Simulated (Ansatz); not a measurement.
**1T (CdI2-type) TiTe2**

Calculation: r²SCAN in Ansatz (PAW).

Cell: relaxed at this level.

```
Quantity                       Result
-------------------------  ----------
interlayer binding energy  6.5 meV/Å²
layer repeat distance         6.898 Å
gap between the layers        3.501 Å
```

Note: the cell comes from a level without a dispersion term, which matters for the spacing of layers, chains or molecules; the volume lies 8 % above that of the published cell; the cell has widely spaced layers and the level no dispersion term, so their spacing and the moduli can rest on weak binding.

Spin–orbit coupling is not included; with these elements it can move the gap by several tenths of an eV or more.

Static lattice: no zero-point or thermal effects.

Ansatz is a program for electronic structure.
